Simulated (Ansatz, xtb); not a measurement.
## Ranking isomers of B2H2O

4 gas-phase structures of B2H2O, found in a search over its isomers (lower ones may exist). Each was relaxed with GFN2-xTB:

A. `BB=O`, a singlet
B. `B=BO`, a singlet
C. `B1BO1`, a singlet
D. a singlet given by its coordinates

D (Å):

```yaml
atoms:
  - { symbol: B, position_ang: [-1.5815, -0.9619, 0.9542] }
  - { symbol: B, position_ang: [-1.2736, 0.8037, -0.8751] }
  - { symbol: O, position_ang: [-1.4317, -0.1072, 0.0640] }
  - { symbol: H, position_ang: [-0.1865, 1.1762, -1.1399] }
  - { symbol: H, position_ang: [-2.2225, 1.2290, -1.4313] }
```

Close contacts (Å): B1–O3 1.24, B2–O3 1.32, B2–H4 1.18, B2–H5 1.18.

Question: Which do you expect lowest at r2SCAN-D4/def2-SVP, and how would the others follow?

Answer: Calculated order at r2SCAN-D4/def2-SVP: A (0.0), C (5.6), D (21.8), B (70.9) kcal/mol.

Energies above the lowest of each column, in kcal/mol; the last columns are at r2SCAN-D4/def2-TZVP geometries and were run for some of them only (a dash: not run or not comparable):

```tsv
structure	GFN2-xTB	HF/STO-3G	r2SCAN-D4/def2-SVP	r2SCAN-D4/def2-TZVP	CCSD(T)/def2-TZVPP
A	0.0	0.0	0.0	0.0	0.0
C	9.4	5.9	5.6	4.5	7.4
D	21.2	22.9	21.8	19.2	15.5
B	70.3	104.6	70.9	–	–
```

Every level run on A puts it lowest or level with the lowest. Flexible structures stand in one conformer each, not always the lowest. Frequencies (r2SCAN-D4/def2-TZVP) were run for A, C, D alone.

Over these structures GFN2-xTB departs from r2SCAN-D4/def2-SVP by 1.6 kcal/mol on average once a common shift is removed. A GFN2-xTB relaxation took about 0.044 s and the r2SCAN-D4/def2-SVP energy about 0.62 s on a shared host (Ansatz 0.2.0, xtb 6.7.1).
